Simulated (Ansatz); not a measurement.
A nudged elastic band was laid between two geometries of ClH + H4OSi (8 atoms, charge 0, multiplicity 1).

The calculation used Ansatz 0.2.0, RKS revPBE/def2-SVP.

- movable images: 7
- climbing image: yes
- spring: 5.0 eV/Å²
- optimiser: quadratic models (default)
- start path: through a guess of the saddle point
- force threshold: 0.05 eV/Å
- iteration limit: 60
- end points: relaxed

Initial state:

```xyz
8
Properties=species:S:1:pos:R:3
Si -0.233 0.269 -0.114
O 0.023 -0.126 1.530
H -0.786 -0.216 2.066
H 1.138 0.425 -0.693
H -1.004 1.558 -0.222
H -0.992 -0.814 -0.833
Cl 1.779 -2.730 1.966
H 1.110 -1.597 1.874
```

Final state:

```xyz
8
Properties=species:S:1:pos:R:3
Si 0.434 -0.111 -0.440
O -0.678 -0.353 2.548
H -1.190 -1.173 2.408
H 0.968 0.011 -1.840
H 0.441 1.231 0.218
H -0.931 -0.726 -0.494
Cl 1.756 -1.410 0.569
H 0.234 -0.700 2.605
```

(1) Which bonds break or form, and what moves?

(2) Give the energies along the band, and the barrier.

(3) What is the geometry of the highest image?

(4) What are the harmonic wavenumbers there?

The band took 26 iterations and about 8 core-minutes.

Results:

(1) Bonds broken: Si1–O2, Cl7–H8. Bonds formed: Si1–Cl7, O2–H8. ClH + H4OSi becomes ClH3Si + H2O.

(2) It converged. The highest image is number 4 of 0 to 8, 0.83 eV above the first end and 0.88 eV above the last; the last end lies 0.04 eV below the first. A vibrational analysis at the climbing image gives one clearly imaginary mode, 188i cm⁻¹: a first-order saddle point. The orbitals stay closed-shell, which can raise the energy where a bond breaks towards radicals; this wasn't checked here.

| image | path coordinate (Å) | energy (eV) | Si1–O2 (Å) | Cl7–H8 (Å) | Si1–Cl7 (Å) |
| --- | --- | --- | --- | --- | --- |
| 0 | 0.00 | 0.00 | 1.71 | 1.32 | 4.17 |
| 1 | 0.56 | 0.01 | 1.71 | 1.32 | 3.83 |
| 2 | 1.12 | 0.10 | 1.73 | 1.34 | 3.34 |
| 3 | 1.67 | 0.54 | 1.79 | 1.46 | 2.84 |
| 4 | 2.23 | 0.83 | 1.95 | 1.87 | 2.49 |
| 5 | 3.51 | 0.30 | 2.84 | 2.22 | 2.14 |
| 6 | 4.79 | 0.04 | 3.72 | 2.70 | 2.11 |
| 7 | 6.08 | 0.02 | 3.59 | 2.66 | 2.11 |
| 8 | 7.36 | -0.04 | 3.20 | 2.64 | 2.11 |

(3) 
```xyz
8
Properties=species:S:1:pos:R:3:forces:R:3
Si 0.093 -0.187 -0.045 0.00 0.00 0.00
O 0.087 -0.080 1.901 0.00 0.00 0.00
H -0.796 -0.002 2.321 0.00 0.00 0.00
H 1.345 0.352 -0.658 0.00 0.00 0.00
H -0.841 1.021 -0.001 0.00 0.00 0.00
H -0.735 -1.174 -0.814 0.00 0.00 0.00
Cl 1.348 -2.152 0.816 0.00 0.00 0.00
H 0.533 -1.009 2.054 0.00 0.00 0.00
```

(4) 188i, 153, 339, 383, 428, 583, 667, 706, 824, 962, 1007, 1045, 1344, 2045, 2167, 2220, 2627, 3661 cm⁻¹.

Run time: 4.2 min on 2 threads of Intel(R) Xeon(R) Platinum 8259CL CPU @ 2.50GHz (Skylake/Cascade Lake) (shared host), peak memory 0.18 GiB.
